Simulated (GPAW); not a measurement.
# C2H3Al (SMILES [CH]1=[CH][AlH]1) at 4 levels

Aim: a comparison of 4 runs (OLYP-D4/real-space grid, PBE/real-space grid, WC/sz(dzp), PBE/dzp) of C2H3Al. Input form: an ASE script.

Program for the calculation: GPAW 26.7.0.

2 further runs of the same task are left out: 2 that didn't finish.

## Step 1: Starting point

C2H3Al: 6 atoms, total charge 0, spin state singlet. As SMILES, `[CH]1=[CH][AlH]1`. Geometry: a GFN2-xTB relaxation, a rough one for these elements and not checked as a minimum.

Bond lengths: C1–C2 1.401 Å, C1–Al3 1.915 Å, C2–Al3 1.918 Å, C1–H4 1.092 Å, C2–H5 1.091 Å, Al3–H6 1.559 Å. Angles: C1–C2–Al3 68.5°, C2–C1–Al3 68.7°, C1–Al3–C2 42.9°, C1–C2–H5 124.1°, Al3–C2–H5 167.4°, C2–C1–H4 124.4°, Al3–C1–H4 167.0°, C1–Al3–H6 158.6°, C2–Al3–H6 158.5°.

## Step 2: Energy and one-electron properties at OLYP-D4/real-space grid (scalar-relativistic datasets + spin-orbit) (run 1)

File gs.py:

```python
from ase import Atoms
from ase.calculators.mixing import SumCalculator
from dftd4.ase import DFTD4
from gpaw import GPAW, setup_paths
from gpaw.atom.configurations import parameters
from gpaw.atom.generator import Generator
from gpaw.spinorbit import soc_eigenstates

# Structure
atoms = Atoms(["C", "C", "Al", "H", "H", "H"],
    positions=[[ -0.663740,  -0.508690,  -0.307960],
               [  0.491990,   0.161440,  -0.729370],
               [  0.194860,   0.385930,   1.151810],
               [ -1.316290,  -1.085430,  -0.966510],
               [  0.852390,   0.170710,  -1.759560],
               [  0.440790,   0.876050,   2.611600]])
atoms.center(vacuum=5.0)

# PAW datasets for this functional
for symbol in ["Al", "C", "H"]:
    Generator(symbol, xcname="GGA_X_OPTX+GGA_C_LYP", scalarrel=True, nofiles=True, txt=None).run(**parameters[symbol])
setup_paths.insert(0, ".")

# Calculator
calc = GPAW(mode="fd",
            symmetry="off",
            maxiter=120,
            xc="GGA_X_OPTX+GGA_C_LYP",
            h=0.2,
            txt="gs.txt")
atoms.calc = SumCalculator([DFTD4(method="OLYP"), calc])

energy = atoms.get_potential_energy()
print(f"Energy                  {energy:.5f} eV")
forces = atoms.get_forces()
print("Forces (eV/Ang)")
for symbol, f in zip(atoms.symbols, forces):
    print(f'{symbol:2} {f[0]:9.4f} {f[1]:9.4f} {f[2]:9.4f}')
homo, lumo = calc.get_homo_lumo()
print(f"HOMO = {homo:.3f} eV")
print(f"LUMO = {lumo:.3f} eV")
print(f"Gap = {lumo - homo:.3f} eV")

soc = soc_eigenstates(calc)
soc_levels = soc.eigenvalues()[0]
print("Levels with spin-orbit coupling (eV):")
print(soc_levels.round(3))
```

Command:

```console
$ python3 -u gs.py | tee gs.out
```

Log:

```text
Energy                  -28.13857 eV
Forces (eV/Ang)
C     1.2058    0.8531    0.1849
C    -1.0416   -0.4571    1.0436
Al   -0.2512   -0.5213   -1.5762
H    -0.1556   -0.0774    0.1180
H     0.1909    0.1260   -0.0026
H     0.0495    0.0858    0.2612
HOMO = -5.270 eV
LUMO = -1.492 eV
Gap = 3.778 eV
Levels with spin-orbit coupling (eV):
[-18.296 -18.296 -12.653 -12.653 -11.324 -11.324  -9.25   -9.25   -6.818
  -6.818  -6.72   -6.72   -5.27   -5.27   -1.492  -1.492  -1.035  -1.035
  -1.005  -1.005  -0.697  -0.697  -0.057  -0.057   0.582   0.582]
```

gs.txt:

```text
__  _  _
 | _ |_)|_||  |
 |__||  | ||/\| - 26.7.0

units:  Angstrom and eV
cores:  1
OpenMP: False

Versions:
  Python: 3.12.14
  ASE:    3.29.0
  Numpy:  2.5.5
  Scipy:  1.18.1
  Libxc:  7.0.0

        _gpaw.cpython-312-aarch64-linux-gnu.so

Input parameters:
  mode=FD(),
  h=0.2,
  maxiter=120,
  symmetry=Symmetry(point_group=False, time_reversal=False),
  xc=XC(name='GGA_X_OPTX+GGA_C_LYP')

[... 60 lines left out ...]
|   |                                coordinates |     weight |
[... 105 lines left out ...]
  Converge bands: occupied
[... 28 lines left out ...]
convergence criteria:
[... 14 lines left out ...]
Converged in 15 steps
[... 15 lines left out ...]
dipole moment: (0.030752, 0.064475, 0.192487)  # |e|*Ang
[... 17 lines left out ...]
Forces  # eV/Ang
|        x |        y |        z |
|----------|----------|----------|
|  1.18192 |  0.83520 |  0.17533 |  # C    0
| -1.02344 | -0.45060 |  1.01875 |  # C    1
| -0.24447 | -0.50798 | -1.53643 |  # Al   2
| -0.17917 | -0.09449 |  0.11117 |  # H    3
|  0.20944 |  0.13333 | -0.02481 |  # H    4
|  0.05352 |  0.09376 |  0.28487 |  # H    5

Force computation time: 0.049  # s

timing:  # [seconds]
  Total:  18.110  # ━━━━━━━━━━━━━━━━━━━━━━━━━━━━━━━━━━━━━━━━━━━━━━━━━━━━━━━━━
  Init:    1.564  # ━━━━━
  SCF:    15.813  # ━━━━━━━━━━━━━━━━━━━━━━━━━━━━━━━━━━━━━━━━━━━━━━━━━━
  Forces:  0.049  #

Max RSS: 605.703  # MiB
```

It took 19 s on 1 thread of Arm Neoverse V2, shared host; peak memory 0.57 GiB.

## Step 3: Energy and one-electron properties at PBE/real-space grid (scalar-relativistic datasets) (run 2)

File gs.xyz:

```xyz
6

C     -0.663740    -0.508690    -0.307960
C      0.491990     0.161440    -0.729370
Al     0.194860     0.385930     1.151810
H     -1.316290    -1.085430    -0.966510
H      0.852390     0.170710    -1.759560
H      0.440790     0.876050     2.611600
```

File gs_sp.py:

```python
import numpy as np
from ase.io import read
from ase.units import Debye
from gpaw import GPAW

# Atomic positions
system = read('gs.xyz')
system.center(vacuum=4.5)

# DFT calculator
calc = GPAW(mode='fd', h=0.18, xc='PBE', maxiter=150, txt='-')
system.calc = calc

energy = system.get_potential_energy()
print(f'Energy = {energy:.5f} eV')
forces = system.get_forces()
print('Forces (eV/Ang)')
for symbol, f in zip(system.symbols, forces):
    print(f'{symbol:2} {f[0]:9.4f} {f[1]:9.4f} {f[2]:9.4f}')
dipole = system.get_dipole_moment() / Debye
print(f'Dipole: {np.linalg.norm(dipole):.3f} D')
homo, lumo = calc.get_homo_lumo()
print(f'HOMO = {homo:.3f} eV')
print(f'LUMO = {lumo:.3f} eV')
print(f'Gap                     {lumo - homo:.3f} eV')
```

Command:

```console
$ python gs_sp.py > gs_sp.log
```

Log:

```text
[...]
Number of symmetries: 1
[...]
  Number of IBZ points: 1
[...]
Spin-components: 1 (collinear spins)
Bands:           13
[...]
  Valence electrons: 14.0
[...]
  Grid points: [64 60 76]
  Charge: 0.0  # |e|
[...]
    cutoffs:
[...]
occupation numbers:
  # Zero width
[...]
xc functional:
  name: PBE with 2 nearest neighbor stencil
[...]
|iter     |     time |      energy | eigst |  dens |
[...]
|iter:   1| 00:00:03 |  -33.267938 | +1.20 |       |
[...]
|iter:  14| 00:00:18 |  -28.766288c| -7.43c| -5.50c|
Converged in 14 steps
[...]
Energy contributions relative to reference atoms: (reference = -8696.149983)
Energy contributions:
  Kinetic:          25.843675
  Coulomb:         -27.633024
  Zero:              0.145690
  External:          0.000000
  Xc:              -27.122629
  Entropy:           0.000000
  Spinorbit:         0.000000
  ----------------------------
  Free energy:     -28.766288
  Extrapolated:    -28.766288
dipole moment: (0.028392, 0.059744, 0.176923)  # |e|*Ang
Fermi level: -3.555
[...]
Gap: 3.741 eV
Transition (v -> c):
[...]
Forces (eV/Ang)
C     1.2272    0.8796    0.2472
C    -1.0383   -0.4464    1.0955
Al   -0.2493   -0.5151   -1.5571
H    -0.2214   -0.1330    0.0598
H     0.2399    0.1319   -0.0990
H     0.0404    0.0843    0.2614
Dipole: 0.907 D
HOMO = -5.425 eV
LUMO = -1.684 eV
Gap                     3.741 eV
```

Wall time 18 s (1 thread of Arm Neoverse V2, shared host); peak memory 0.69 GiB.

## Step 4: Energy and one-electron properties at WC/sz(dzp) (scalar-relativistic datasets) (run 3)

File run.py:

```python
import numpy as np
from ase import Atoms
from ase.units import Bohr
from gpaw import GPAW, setup_paths
from gpaw.atom.configurations import parameters
from gpaw.atom.generator import Generator
from gpaw.utilities.adjust_cell import adjust_cell

# Structure
positions_bohr = np.array(
              [[ -1.254287,  -0.961285,  -0.581960],
               [  0.929726,   0.305077,  -1.378310],
               [  0.368232,   0.729302,   2.176605],
               [ -2.487428,  -2.051165,  -1.826439],
               [  1.610784,   0.322595,  -3.325086],
               [  0.832972,   1.655495,   4.935209]])
atoms = Atoms(["C", "C", "Al", "H", "H", "H"], positions=positions_bohr * Bohr)
adjust_cell(atoms, 4.5, h=0.18)

# No datasets are shipped for this functional: make them
for symbol in ["Al", "C", "H"]:
    Generator(symbol, xcname="WC", scalarrel=True, nofiles=True, txt=None).run(**parameters[symbol])
setup_paths.insert(0, ".")

# Ground state
calc = GPAW(mode="lcao", basis="sz(dzp)", h=0.18, xc="WC", maxiter=150, txt="-")
atoms.calc = calc

energy = atoms.get_potential_energy()
print(f"Energy: {energy:.5f} eV")
forces = atoms.get_forces()
print("Forces (eV/Ang)")
for symbol, f in zip(atoms.symbols, forces):
    print(f'{symbol:2} {f[0]:9.4f} {f[1]:9.4f} {f[2]:9.4f}')
homo, lumo = calc.get_homo_lumo()
print(f"HOMO                    {homo:.3f} eV")
print(f"LUMO                    {lumo:.3f} eV")
print(f"Gap                     {lumo - homo:.3f} eV")

# Non-self-consistent energies
nsc = {}
for xc in ["LDA", "LDA_X+LDA_C_VWN", "AM05", "revPBE", "GGA_X_B88+GGA_C_P86", "GGA_XC_B97_D", "GGA_XC_XLYP", "GGA_X_N12+GGA_C_N12", "WC", "PBEsol"]:
    nsc[xc] = energy + calc.get_xc_difference(xc)
    print(f'{xc:32} {nsc[xc]:12.4f} eV')
```

Command:

```console
$ python3 run.py
```

Log:

```text
[...]
Number of symmetries: 1
[...]
  Number of IBZ points: 1
[...]
basis functions: 15
Spin-components: 1 (collinear spins)
Bands:           13
[...]
  Valence electrons: 14.0
[...]
  Grid points: [64 64 76]
  Charge: 0.0  # |e|
[...]
    cutoffs:
[...]
occupation numbers:
  # Zero width
[...]
xc functional:
  name: WC with 2 nearest neighbor stencil
[...]
|iter     |     time |      energy | eigst |  dens |
[...]
|iter:   1| 00:00:05 |  -25.827208 |      c|       |
[...]
|iter:   9| 00:00:12 |  -24.401598c|      c| -4.22c|
Converged in 9 steps
[...]
Energy contributions relative to reference atoms: (reference = -8684.675923)
Energy contributions:
  Kinetic:          -3.414393
  Coulomb:          -0.344865
  Zero:              0.131843
  External:          0.000000
  Xc:              -20.774182
  Entropy:           0.000000
  Spinorbit:         0.000000
  ----------------------------
  Free energy:     -24.401598
  Extrapolated:    -24.401598
dipole moment: (0.027419, 0.057811, 0.173418)  # |e|*Ang
Fermi level: -4.750
[...]
Gap: 4.253 eV
Transition (v -> c):
[...]
Forces (eV/Ang)
C     0.9049    1.1728    2.5927
C     0.0033    0.6732    2.9399
Al   -0.2676   -0.5537   -1.6732
H    -2.3175   -1.9612   -1.9391
H     1.4360    0.2096   -3.3274
H     0.2342    0.4669    1.3866
HOMO                    -6.877 eV
LUMO                    -2.623 eV
Gap                     4.253 eV
LDA                                    6.9353 eV
LDA_X+LDA_C_VWN                        6.7226 eV
AM05                                   1.2713 eV
revPBE                               -39.6543 eV
GGA_X_B88+GGA_C_P86                  -42.3082 eV
GGA_XC_B97_D                         -39.4314 eV
GGA_XC_XLYP                          -45.3976 eV
GGA_X_N12+GGA_C_N12                  -40.6908 eV
WC                                   -24.4016 eV
PBEsol                               -12.6200 eV
```

Run time: 18 s. Hardware: 1 thread of Arm Neoverse V2, shared host; peak memory 0.72 GiB.

## Step 5: The charge distribution at PBE/dzp (scalar-relativistic datasets) (run 4)

gs.xyz is that of step 3.

File gs.py:

```python
import numpy as np
from ase.io import read
from ase.units import Debye
from gpaw import GPAW

atoms = read('gs.xyz')
atoms.center(vacuum=4.5)

calculator = GPAW(mode='lcao', maxiter=150, xc='PBE', basis='dzp', h=0.18, txt='-')
atoms.calc = calculator

energy = atoms.get_potential_energy()
print(f'Energy                  {energy:.5f} eV')
forces = atoms.get_forces()
print('Forces (eV/Ang)')
for symbol, f in zip(atoms.symbols, forces):
    print(f'{symbol:2} {f[0]:9.4f} {f[1]:9.4f} {f[2]:9.4f}')
dipole = atoms.get_dipole_moment() / Debye
print(f'Dipole = {np.linalg.norm(dipole):.3f} D')
homo, lumo = calculator.get_homo_lumo()
print(f'HOMO: {homo:.3f} eV')
print(f'LUMO                    {lumo:.3f} eV')
print(f'Gap: {lumo - homo:.3f} eV')
```

Command:

```console
$ python3 gs.py
```

Log:

```text
[...]
Number of symmetries: 1
[...]
  Number of IBZ points: 1
[...]
basis functions: 54
Spin-components: 1 (collinear spins)
Bands:           13
[...]
  Valence electrons: 14.0
[...]
  Grid points: [64 60 76]
  Charge: 0.0  # |e|
[...]
    cutoffs:
[...]
occupation numbers:
  # Zero width
[...]
xc functional:
  name: PBE with 2 nearest neighbor stencil
[...]
|iter     |     time |      energy | eigst |  dens |
[...]
|iter:   1| 00:00:04 |  -30.508199 |      c|       |
[...]
|iter:  10| 00:00:10 |  -27.786381c|      c| -4.48c|
Converged in 10 steps
[...]
Energy contributions relative to reference atoms: (reference = -8696.149983)
Energy contributions:
  Kinetic:          20.473287
  Coulomb:         -21.710384
  Zero:              0.104256
  External:          0.000000
  Xc:              -26.653539
  Entropy:           0.000000
  Spinorbit:         0.000000
  ----------------------------
  Free energy:     -27.786381
  Extrapolated:    -27.786381
dipole moment: (0.022274, 0.047326, 0.141367)  # |e|*Ang
Fermi level: -3.423
[...]
Gap: 3.874 eV
Transition (v -> c):
[...]
Forces (eV/Ang)
C     1.1463    0.9234    0.6983
C    -0.8159   -0.2203    1.4537
Al   -0.2199   -0.4543   -1.3712
H    -0.5946   -0.4633   -0.3120
H     0.4488    0.1378   -0.6903
H     0.0353    0.0756    0.2280
Dipole = 0.724 D
HOMO: -5.360 eV
LUMO                    -1.486 eV
Gap: 3.874 eV
```

Wall time 10 s (1 thread of Arm Neoverse V2, shared host); peak memory 0.69 GiB.

## Step 6: Overview of the runs

```csv
run,level,grid spacing,vacuum round the molecule,energy (Eh),dipole moment (D),HOMO energy (eV),LUMO energy (eV),wall time
1,OLYP-D4/real-space grid (scalar-relativistic datasets + spin-orbit),0.2,5,-320.860352,0.99,-5.27,-1.49,19 s
2,PBE/real-space grid (scalar-relativistic datasets),0.18,4.5,-320.634759,0.91,-5.43,-1.68,18 s
3,WC/sz(dzp) (scalar-relativistic datasets),0.18,4.5,-320.052696,0.89,-6.88,-2.62,18 s
4,PBE/dzp (scalar-relativistic datasets),0.18,4.5,-320.598748,0.72,-5.36,-1.49,10 s
```

## Step 7: Summary of results

```
                                                     quantity        value
run 4: energy as printed (from the program's reference atoms)  -27.7864 eV
                                         run 4: dipole moment       0.72 D
                                           run 4: HOMO energy     -5.36 eV
                                           run 4: LUMO energy     -1.49 eV
                                         run 4: HOMO–LUMO gap      3.87 eV
                              run 4: largest force on an atom   1.682 eV/Å
```

The dipole moment (its size) runs from 0.72 D (PBE/dzp) to 0.99 D (OLYP-D4/real-space grid). The two ends differ in method and basis and Hamiltonian. The HOMO–LUMO gap runs from 3.74 eV (PBE/real-space grid) to 4.25 eV (WC/sz(dzp)). The two ends differ in method and basis. Totals of different functionals can't be ranked against each other. All runs together took 65 s, the longest 19 s.
